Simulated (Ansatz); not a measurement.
A made-up structure of C$_{2}$HO (charge -1), singlet:

```
4
angstrom
C -0.7026 0.4128 -0.1486
C 0.3531 -0.4070 0.2914
O 1.2652 -1.2620 0.8308
H -0.9157 1.2562 -0.9737
```

It is relaxed with PBE-D4/def2-SVPD and then PBE0-D4/def2-TZVPD (Ansatz 0.2.0). Atoms count as bonded within 1.22 times the sum of their covalent radii (H–H: 0.88 Å). The end point is not checked to be a true minimum.

Task: Does its bonding change? (Judge from chemistry; the calculation decides.)

Result: Computed: No: no bond forms or breaks.

Where it ends: The first stage lowers the energy by 1.17 eV in 6 steps. It ends as C₂HO ([CH][C][O]), total charge -1:
```xyz
4
angstrom
C -0.6275 0.3685 -0.1326
C 0.3153 -0.3634 0.2602
O 1.1299 -1.1267 0.7416
H -0.8177 1.1216 -0.8692
```

Labels in which every atom is bracketed show which atoms are joined, not bond orders.

For scale, one of the runs: PBE0-D4/def2-TZVPD relaxation, 123 basis functions, launched by `ansatz run in.yaml --threads 2 --pin off --events-out ev --progress --plain --max-ram 4352MiB`. The run took about 9 s on 2 CPU threads of an Arm Neoverse V2 (shared host).
